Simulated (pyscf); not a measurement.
H₂C=CH–SiH₃ (SMILES C=C[SiH3]) + H₂ (SMILES [H][H]) -> H₃C–CH=SiH₂ (SMILES CC=[SiH2]) + H₂ (SMILES [H][H]), a concerted two-bond exchange (singlet surface; H–Si, H–H broken, C–H, H–H formed). Single points on ωB97X-D3(BJ)/def2-SVP structures (PySCF, gas phase). Energies in kcal/mol from the separated reactants.

Small-basis levels: PySCF, no dispersion term, spherical d functions. 

Task: Quick BP86/6-31G* single points give ΔE‡ = 42.2 kcal/mol and ΔE = +14.3 kcal/mol. What does ωB97M-D3(BJ)/def2-TZVP give, and how far is the quick result from it?

Result: ωB97M-D3(BJ)/def2-TZVP gives ΔE‡ = 52.6 kcal/mol and ΔE = +19.0 kcal/mol. BP86/6-31G* lies 10.4 kcal/mol under it in the barrier and 4.7 kcal/mol under it in the reaction energy, so on this step it does not hold to within 3.0 kcal/mol. ωB97M-D3(BJ)/def2-TZVP has limits of its own. This is the saddle that the search found; another between the same sides may lie lower.
